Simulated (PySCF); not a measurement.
## Frontier levels across methods

1,4-dioxane, C4H8O2.
Cartesian coordinates in Å at the PBE0-D3(BJ)/def2-SVP level; atoms count from 1:
```xyz
14
C4H8O2 angstrom
C      0.486    1.280    0.203
C      1.348    0.036    0.309
O      0.574   -1.073    0.692
C     -0.486   -1.280   -0.207
C     -1.348   -0.036   -0.313
O     -0.574    1.073   -0.696
H      0.093    1.536    1.208
H      1.072    2.134   -0.168
H      1.834   -0.154   -0.671
H      2.137    0.166    1.065
H     -1.072   -2.134    0.164
H     -0.093   -1.536   -1.213
H     -2.137   -0.166   -1.069
H     -1.834    0.154    0.667
```

Basis pcSseg-1 throughout (PySCF), one geometry. One conformer (not necessarily the lowest) at the PBE0-D3(BJ)/def2-SVP geometry, without solvent, vibrations or thermal averaging.

**Question.** How do the orbital energies and the gap change with the method?

**Answer.** 
```tsv
method	kind	HOMO (eV)	LUMO (eV)	gap (eV)	SCF cycles
BLYP	GGA	-5.28	0.84	6.11	13
OPBE	GGA	-5.31	1.06	6.37	14
PBE	GGA	-5.36	0.85	6.21	13
B97-D	GGA	-5.41	0.99	6.39	14
BP86	GGA	-5.47	0.93	6.40	13
LDA	LDA	-5.50	0.69	6.18	13
KT2	GGA	-5.53	0.82	6.35	14
KT3	GGA	-5.55	0.72	6.26	14
B3LYP	global hybrid	-6.67	1.35	8.02	13
PBE0	global hybrid	-6.89	1.70	8.59	13
mPW1PW91	global hybrid	-6.94	1.71	8.64	13
HF	Hartree–Fock	-10.73	4.53	15.26	9
```

The HOMO spans 5.45 eV, from BLYP down to HF, and the gap runs from 6.11 eV (BLYP) to 15.26 eV (HF). Over the methods BLYP (0 %), OPBE (0 %), PBE (0 %), B97-D (0 %), BP86 (0 %), LDA (0 %), KT2 (0 %), KT3 (0 %), B3LYP (20 %), PBE0 (25 %), mPW1PW91 (25 %), HF (100 %), a straight line through the gap against the share of exact exchange rises by 0.90 eV for each 10 % (correlation coefficient 0.999). The dipole is below 0.03 D at every level.

The vertical ΔSCF ionisation energy at CAM-B3LYP/def2-SVPD is 9.34 eV; −ε(HOMO) comes closest to it with HF (10.73 eV).
